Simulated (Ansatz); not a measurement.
## Worked example: a bond strength in CH5OSi (SMILES [CH2][SiH2]O)

CH5OSi has 8 atoms, charge 0, and is taken as a doublet. As SMILES, `[CH2][SiH2]O`. Geometry: optimised at wB97X-V/def2-SVP. This is one conformer, not always the lowest.

```xyz
8

C    -0.8652    0.5231   -0.7987
Si    0.6613   -0.0029    0.1137
O     0.2971   -0.7322    1.5727
H    -0.9883    0.4055   -1.8831
H    -1.7079    1.0175   -0.2969
H     1.5027    1.1693    0.4826
H     1.4417   -0.9128   -0.7814
H    -0.2491   -1.5245    1.5350
```

Wanted: the dissociation energy of the H7–Si2 bond into doublet H and singlet CH4OSi (shapes relaxed at wB97X-V/def2-SVP, no zero-point term). 1 Eh = 2625.50 kJ/mol = 27.2114 eV. Totals in Eh; open shells run unrestricted unless said.

| level | program | CH5OSi | doublet H | singlet CH4OSi |
| --- | --- | --- | --- | --- |
| UHF/def2-TZVP | Ansatz | -404.642607 | -0.499810 | -404.036539 |
| UPBE/def2-TZVP | Ansatz | -405.576358 | -0.499616 | -404.989011 |
| U-wB97M-V/def2-TZVP | Ansatz | -405.795578 | -0.494111 | -405.207072 |

Problem. Work out the dissociation energy at each level.

Solution. 
1. UHF/def2-TZVP: (-0.499810) + (-404.036539) − (-404.642607) = 0.106258 Eh = 279.0 kJ/mol = 2.89 eV.
2. UPBE/def2-TZVP: (-0.499616) + (-404.989011) − (-405.576358) = 0.087731 Eh = 230.3 kJ/mol = 2.39 eV.
3. U-wB97M-V/def2-TZVP: (-0.494111) + (-405.207072) − (-405.795578) = 0.094395 Eh = 247.8 kJ/mol = 2.57 eV.

The levels span 230 to 279 kJ/mol; no measured value is set beside them. A fragment with an even electron count was run as a singlet and may have a lower triplet. A bond enthalpy at 298 K also holds the loss of zero-point energy and thermal terms.
